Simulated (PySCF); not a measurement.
benzene cation (C6H6), SMILES c1ccccc1 (connectivity only; charge and spin as stated), charge +1, multiplicity 2. Geometry: r2SCAN-D4/def2-SVP. The multiplicity is an assumed one; no other spin state was optimised.

Level of theory: PySCF with r2SCAN-D4/def2-SVP.

Harmonic wavenumbers (cm⁻¹): 283, 290, 340, 379, 599, 672, 779, 893, 965, 966, 984, 992, 1002, 1017, 1029, 1069, 1183, 1200, 1359, 1365, 1436, 1441, 1543, 1680, 3200, 3204, 3214, 3216, 3224, 3226. Rotational constants (GHz): 5.764, 5.354, 2.776; symmetry number 4.

Question: Work out the zero-point energy and the ideal-gas rigid-rotor harmonic-oscillator thermochemistry at 298.15 K and 1 atm.

Answer: ZPE = ½ Σ hcν = ½ × 42753 cm⁻¹ = 61.12 kcal/mol. H − E(el) = 64.97 kcal/mol. Entropy in cal/(mol K): translation 38.98, rotation 22.98, vibration 7.32, spin 1.38, total 70.66. G − E(el) = 43.91 kcal/mol. Cp = 21.52 cal/(mol K).
